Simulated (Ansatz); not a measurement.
A nudged elastic band was laid between two geometries of BClH2 + CH3 (8 atoms, charge 0, multiplicity 2).

All numbers below come from Ansatz, UKS PBE0/6-31G*.

```yaml
movable_images: 2
climbing_image: no
spring: 5.0 eV/Å²
optimiser: quadratic models (default)
start_path: through a guess of the saddle point
force_threshold: 0.05 eV/Å
iteration_limit: 60
end_points: relaxed
```

Image 0:

```xyz
8
Properties=species:S:1:pos:R:3
B 0.037 0.000 -0.518
H 0.074 0.002 0.674
Cl 1.546 -0.002 -1.388
H -0.972 -0.001 -1.154
C -0.026 0.000 3.695
H -0.610 -0.911 3.716
H 1.055 -0.050 3.679
H -0.523 0.962 3.722
```

Image 3:

```xyz
8
Properties=species:S:1:pos:R:3
B 0.045 -0.218 -0.553
H -0.082 -0.873 2.056
Cl 1.557 0.553 -0.846
H -0.989 0.384 -0.515
C -0.006 -0.142 2.868
H -0.632 -0.469 3.702
H 1.034 -0.071 3.195
H -0.347 0.837 2.521
```

Question: Which bonds break or form, and what moves?

Answer: Bonds broken: B1–H2. Bonds formed: H2–C5. BClH2 + CH3 becomes BClH + CH4.

Question: Give the energies along the band, and the barrier.

Answer: The forces met the threshold. The highest image is number 1 of 0 to 3, 2.9 kJ/mol above the first end and 21.0 kJ/mol above the last; the last end lies 18.1 kJ/mol below the first. No image climbed, so the highest image needn't sit at the top of the path. Another band between the same ends, with other settings, climbed to 0.000 eV only, so this may not be the lowest route. So few images can step over the top or miss a turn of the path.

```
image  path coordinate (Å)  energy (kJ/mol)  B1–H2 (Å)  H2–C5 (Å)
    0                 0.00              0.0       1.19       3.02
    1                 1.14              2.9       1.19       2.43
    2                 2.29            -16.3       2.43       1.10
    3                 3.43            -18.1       2.69       1.10
```

Question: What is the geometry of the highest image?

Answer: 
```xyz
8
Properties=species:S:1:pos:R:3
B -0.015 -0.053 -0.210
H -0.061 -0.204 0.972
Cl 1.519 0.372 -0.915
H -0.956 -0.167 -0.934
C 0.024 0.013 3.390
H -0.736 -0.748 3.513
H 1.070 -0.261 3.347
H -0.264 1.049 3.264
```

The band took 17 iterations and about 100 core-seconds.

The run took 100 s on 1 thread of Arm Neoverse V1, on a shared host, peak memory 0.14 GiB.
